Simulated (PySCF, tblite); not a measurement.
**C3H4NO2 radical: geometry, infrared bands and EPR parameters**

What infrared bands and EPR parameters should C3H4NO2 radical (`CC(=O)OC=[N]`) show?

Programs: tblite 0.8.0 and PySCF 2.14.0, with density-fitted response routines of our own. Each step states its level of theory. These are calculated values for one molecule in the gas phase, unless marked as measured. Atoms count from 0, in the outputs and in this text.

### Step 1. The molecule as given

10 atoms, charge 0, multiplicity 2; geometry from: force field or distance geometry start.

Bonds of the start (Å): C0–C1 1.47, C1–O2 1.28, C1–O3 1.39, O3–C4 1.37, C4–N5 1.30, C0–H6 1.11, C0–H7 1.12, C0–H8 1.12, C4–H9 1.08.

### Step 2. Geometry optimisation with GFN2-xTB

What the job is given:

```
{"job": {"kind": "relax", "xc": "GFN2-xTB", "basis": "xTB"}, "charge": 0, "multiplicity": 2}
C     -1.686600    -0.264600    -0.097500
C     -0.299700     0.164800     0.135600
O     -0.030400     1.121900     0.942400
O      0.804400    -0.428300    -0.455900
C      2.091600    -0.027000    -0.198400
N      2.291800     0.967500     0.613200
H     -1.938000    -0.175000    -1.174100
H     -2.306100     0.405100     0.559100
H     -1.890300    -1.298100     0.293900
H      2.972100    -0.461700    -0.640800
```

On the command line:

```bash
$ OMP_NUM_THREADS=1 python probes_run.py task.json out
```

The driver reads the jobs from task.json and runs them one after another.

The log of the run:

```text
step      E/eV     max force
  0    -527.51565    6.049
  1    -527.81559    5.446
  2    -528.12154    1.171
  3    -528.17328    0.997
  4    -528.26714    0.897
  5    -528.29363    0.666
  6    -528.32068    0.468
  7    -528.33452    0.684
  8    -528.34690    0.463
  9    -528.35737    0.245
 10    -528.36351    0.277
 11    -528.37369    0.313
 12    -528.38040    0.233
 13    -528.38476    0.181
 14    -528.38729    0.155
 15    -528.39032    0.200
 16    -528.39384    0.246
 17    -528.39646    0.175
 18    -528.39769    0.096
 19    -528.39834    0.085
 20    -528.39885    0.087
 21    -528.39924    0.055
 22    -528.39946    0.036
 23    -528.39959    0.033
 24    -528.39969    0.035
 25    -528.39979    0.029
 26    -528.39985    0.022
 27    -528.39987    0.010
 28    -528.39987    0.006
```

Run time: 0.11 s. Hardware: 1 thread of Arm Neoverse V1, shared host.

Along the way:

```
step  energy from step 0 (eV)  largest force (eV/Å)
   0                   0.0000                6.0494
   1                  -0.2999                5.4462
   2                  -0.6059                1.1708
   3                  -0.6576                0.9966
   4                  -0.7515                0.8972
   5                  -0.7780                0.6655
   6                  -0.8050                0.4681
   7                  -0.8189                0.6839
   8                  -0.8312                0.4628
   9                  -0.8417                0.2452
  10                  -0.8479                0.2772
  11                  -0.8580                0.3134
  12                  -0.8647                0.2327
  13                  -0.8691                0.1810
  14                  -0.8716                0.1553
  15                  -0.8747                0.2000
  16                  -0.8782                0.2463
  17                  -0.8808                0.1752
  18                  -0.8820                0.0961
  19                  -0.8827                0.0850
  20                  -0.8832                0.0870
  21                  -0.8836                0.0548
  22                  -0.8838                0.0364
  23                  -0.8839                0.0333
  24                  -0.8840                0.0345
  25                  -0.8841                0.0293
  26                  -0.8842                0.0217
  27                  -0.8842                0.0103
  28                  -0.8842                0.0057
```

Close pairs (by a distance rule), those that changed most:

```
 bond  before (Å)  after (Å)  change (Å)
C1–O2       1.280      1.197      -0.083
C4–N5       1.299      1.220      -0.079
C0–H7       1.124      1.085      -0.039
C1–O3       1.386      1.349      -0.037
C0–H8       1.124      1.088      -0.036
C0–C1       1.470      1.501      +0.031
C0–H6       1.109      1.088      -0.022
C4–H9       1.077      1.097      +0.020
```

The end geometry stands in the next job.

### Step 3. Infrared spectrum with GFN2-xTB

What the job is given:

```
{"job": {"kind": "ir", "xc": "GFN2-xTB", "basis": "xTB"}, "charge": 0, "multiplicity": 2}
C     -1.618740    -0.254275    -0.077637
C     -0.250494     0.271893     0.246241
O      0.006770     1.177106     0.986495
O      0.705253    -0.414364    -0.413666
C      1.991023     0.030226    -0.149491
N      2.311827     0.943564     0.593615
H     -1.780788    -0.200402    -1.151745
H     -2.366707     0.331717     0.446613
H     -1.682735    -1.297453     0.223930
H      2.693473    -0.583358    -0.726881
```

The log of the run:

```text
mode    cm-1     km/mol
  1      16.7      0.07
  2     122.1      0.03
  3     190.5      4.53
  4     263.7     20.52
  5     365.5      0.51
  6     524.9     30.25
  7     585.2     16.65
  8     719.5      0.80
  9     814.3      0.00
 10     899.1     22.13
 11     937.0     76.00
 12     999.8     28.19
 13    1004.6     36.94
 14    1135.0     24.57
 15    1188.0    106.93
 16    1360.2     32.39
 17    1431.8     15.74
 18    1432.7     17.21
 19    1761.3    175.98
 20    1781.8    126.69
 21    2833.4      1.26
 22    3033.5      0.98
 23    3039.9      1.00
 24    3074.4      2.11
```

Run time: 0.17 s. Hardware: 1 thread of Arm Neoverse V1, shared host.

Which atoms move in the most intense modes:

```
cm⁻¹  km/mol                               atoms
 525    30.2  O2 38 %, C4 17 %, N5 17 %, C0 10 %
 937    76.0                    O3 54 %, C4 35 %
1000    28.2  C0 22 %, H8 18 %, H7 14 %, C1 13 %
1005    36.9  H6 30 %, C1 23 %, H8 23 %, C0 17 %
1188   106.9           H9 43 %, C1 28 %, O3 12 %
1360    32.4  H8 29 %, H6 29 %, H7 22 %, C0 20 %
1761   176.0                    C1 54 %, O2 32 %
1782   126.7                    C4 45 %, N5 40 %
```

### Step 4. EPR parameters: B3LYP/pcH-1

The job, as its differences from that of step 3:

```diff
@@ -1,2 +1,2 @@
-{"job": {"kind": "ir", "xc": "GFN2-xTB", "basis": "xTB"}, "charge": 0, "multiplicity": 2}
+{"job": {"kind": "epr", "basis": "pcH-1"}, "charge": 0, "multiplicity": 2}
 C     -1.618740    -0.254275    -0.077637
```

With the program's defaults for keys left out, this is: UKS B3LYP, pcH-1 on C H N O, non-relativistic, mean-field spin-orbit, GIAO.

The log of the run:

```text
UKS, coarse grid
  cycle   1  E = -321.70335558  |g| = 6.76e-01
  cycle   2  E = -321.11987687  |g| = 1.40e+00
  cycle   3  E = -321.85125765  |g| = 2.74e-01
  cycle   4  E = -321.87681338  |g| = 7.63e-02
  cycle   5  E = -321.87860274  |g| = 2.39e-02
  cycle   6  E = -321.87884064  |g| = 9.46e-03
  cycle   7  E = -321.87887947  |g| = 5.32e-03
  cycle   8  E = -321.87889844  |g| = 1.88e-03
  cycle   9  E = -321.87890335  |g| = 7.86e-04
UKS, final grid
  cycle   1  E = -321.87890884  |g| = 8.32e-04
  cycle   2  E = -321.87890859  |g| = 1.50e-03
  cycle   3  E = -321.87890940  |g| = 3.22e-04
  cycle   4  E = -321.87890948  |g| = 1.60e-04
  cycle   5  E = -321.87890955  |g| = 1.23e-04
  cycle   6  E = -321.87890956  |g| = 2.61e-05
E = -321.87890956 Eh   <S^2> = 0.7574 (exact 0.7500)
g shifts (ppm)      1          2          3
  rmc          -251       -251       -251
  gc             78          8         37
  oz_so        -466         65       3577
  total        -640       -178       3363
hyperfine (MHz)  atom isotope    a_iso     a_fc   dipolar eigenvalues
    0   13C      20.09      20.09     -1.92     -1.77      3.68
    1   13C     -11.41     -11.41     -3.43      0.46      2.98
    2   17O     -40.73     -40.73    -36.53     17.30     19.24
    3   17O     -17.87     -17.87    -27.13     12.16     14.97
    4   13C     -52.20     -52.20    -17.46     -1.45     18.90
    5   14N      26.38      26.38    -44.94    -35.93     80.87
    6    1H      -2.15      -2.15     -1.48     -0.92      2.40
    7    1H      -1.06      -1.06     -1.78     -0.78      2.56
    8    1H      -2.21      -2.21     -1.46     -0.93      2.40
    9    1H     176.00     176.00     -6.32     -1.45      7.77
```

It took 30 s on 1 thread of Arm Neoverse V1, shared host; peak memory 0.65 GiB.

Principal g values 2.00168, 2.00214, 2.00568; g(iso) = 2.00317, against 2.00232 for a free electron.

Mean a(iso) over the nuclei that a row names, and the largest dipolar term of the row (other rows stand at the frozen geometry):

```
    nuclei  isotope  a(iso) (MHz)  a(iso) (G, at g = 2.0023)  largest dipolar term (MHz)
        H9       1H         176.0                       62.8                         7.8
        C4      13C         -52.2                      -18.6                        18.9
        O2      17O         -40.7                      -14.5                       -36.5
        N5      14N          26.4                        9.4                        80.9
        C0      13C          20.1                        7.2                         3.7
        O3      17O         -17.9                       -6.4                       -27.1
        C1      13C         -11.4                       -4.1                        -3.4
H6, H7, H8       1H          -1.8                       -0.6                         2.6
```

Mulliken spin populations:

```
atom  value (e)
  C0       0.02
  C1      -0.02
  O2       0.09
  O3       0.05
  C4      -0.10
  N5       0.88
  H6       0.00
  H7       0.00
  H8       0.00
  H9       0.09
```

In first order the couplings over 0.8 MHz of 1H, 14N give 24 distinct lines over 83.5 G, if the averaged nuclei exchange fast.

Orbitals, density, ELF and potential are computed afterwards from the orbital file.

ELF in a plane through or near 8 of the atoms.

Ten even steps from ' ' (0.00) to '@' (1.00):
```
                                                        
                                                        
                                                        
            ......      ::====--::                      
        ::==****++    --##%%%%##++..                    
      ..++##%%@@%%--..++%%##%%%%++..  ::++==            
      --##%%@@@@@@##..++%%++--##::  ::@@@@@@**..        
      --##%%%%==--##..::####%%++....##@@@@@@@@==        
      ..++**##==**##..  ::--::::##++%%@@@@@@%%==        
          ..==##==--==--**==::++@@==::%%@@%%==..        
            ------==######%%==##%%::##++**==..          
        ..++@@@@++--%%++++##==::======++--..            
      ..##@@@@@@@@--++##%%%%==  ::++**++--              
      ..%%@@@@@@@@..::**%%%%==    ::::::..              
        ==%%@@@@**    --++==..                          
          ..====..      ..                              
                                                        
                                                        
                                                        
                                                        
```
The map spans 10.5 Å across and 8.3 Å up, centred on the molecule. Atoms in the plane (x, y in Å): C0 (1.6, -0.1), C1 (0.2, 0.4), O2 (-0.1, 1.5), O3 (-0.7, -0.6), C4 (-2.0, -0.2), N5 (-2.4, 1.0), H7 (2.3, 0.7), H9 (-2.6, -1.1).

log10 of the density (e/Å³) in the same plane.

Ten even steps from '0' (-4.0) to '9' (1.7):
```
0000000000000000000000000000
0000000000001110000000000000
0000001111122332210000000000
0000123333334444321000000000
0002334444456665432221100000
0013445665567876543333210000
0023456776567987544554321000
0123567997567777656665431000
0123457777656797667775432000
0013456777667787778765432000
0012456798777777779765431000
0012456777789766677664321000
0012456776678765566654321000
0012446665566554455443210000
0002334444444443333332110000
0001223332333322222221000000
0000011111111100111110000000
0000000000000000000000000000
0000000000000000000000000000
0000000000000000000000000000
```
The map spans 10.5 Å across and 8.3 Å up, centred on the molecule. Atoms in the plane (x, y in Å): C0 (1.6, -0.1), C1 (0.2, 0.4), O2 (-0.1, 1.5), O3 (-0.7, -0.6), C4 (-2.0, -0.2), N5 (-2.4, 1.0), H7 (2.3, 0.7), H9 (-2.6, -1.1).

On the surface of density 0.002 e/bohr³ the electrostatic potential runs, from the 1st to the 99th percentile, from -1.96 V near N5 to 1.47 V near H9.

The spin density lies nearest to N5 69 %; O2 9 %; H9 7 %; C4 7 % (beta excess).

### Step 5. Summary of results

| quantity | value |
| --- | --- |
| strongest single infrared mode (GFN2-xTB) | 1761 cm⁻¹, 176 km/mol |
| zero-point energy (GFN2-xTB) | 42.2 kcal/mol |
| g(iso) (B3LYP) | 2.00317 |
| ⟨S²⟩ | 0.757 (exact 0.75) |
| largest a(iso) (averaged by class) | 1H on H9, 176.0 MHz |
| surface potential, 1st and 99th percentile | -1.96 V and 1.47 V |

**Reading.** Relaxing lowered the energy by 0.884 eV in 28 steps; the close pair that moved most is C1–O2, from 1.280 to 1.197 Å. No mode is imaginary among the 24: a minimum at this level. The strongest single mode, at 1761 cm⁻¹, moves mainly C1 and O2. Unscaled tight-binding wavenumbers are off by several per cent, some by more. Its intensities can rank the bands wrongly. N5 carries the largest spin population, 0.88 e. The isotropic g lies 0.8 ppt above the free-electron value.
